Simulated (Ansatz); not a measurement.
Molecule (SMILES): [O+]#[Si-] (O-Si).
Geometry (B3LYP-D3(BJ)/def2-TZVP, fixed):
```xyz
2

Si     0.0000     0.0000    -0.5502
O      0.0000     0.0000     0.9629
```
Charge 0, spin multiplicity 1.

Basis-set convergence of the dipole moment at HF with Ansatz (a first-principles code). Dipoles come from the density behind the forces; the sign is taken along the dipole that this method gives in the largest set. Cartesian d functions, on some or all atoms, in 6-311+G**; all else is spherical. The program fits the integrals of some runs and decomposes those of others, by size. No added dispersion term, no relativity. Reference: the value in aug-pcseg-3, 3.755 D, itself unsure by roughly 0.008 D (its mean distance from aug-cc-pV(Q+d)Z, def2-QZVPPD). Deviations are taken from unrounded values.

```csv
basis,functions,dipole moment (D),minus reference (D)
6-31G,22,3.735,-0.021
pcseg-0,22,3.422,-0.333
def2-SVP,32,3.400,-0.356
cc-pV(D+d)Z,37,3.478,-0.278
6-311+G**,53,3.870,0.114
aug-cc-pV(D+d)Z,55,3.698,-0.057
"6-311++G(2d,2p)",62,3.774,0.019
pcseg-2,64,3.779,0.023
def2-TZVPP,73,3.685,-0.070
jun-cc-pV(T+d)Z,87,3.746,-0.010
aug-pcseg-2,96,3.742,-0.013
aug-cc-pV(T+d)Z,101,3.743,-0.012
cc-pV(Q+d)Z,119,3.715,-0.041
pcseg-3,124,3.765,0.010
def2-QZVPP,127,3.741,-0.014
aug-cc-pV(Q+d)Z,169,3.748,-0.008
aug-pcseg-3,174,3.755,0.000
pcseg-4,206,3.755,-0.001
```
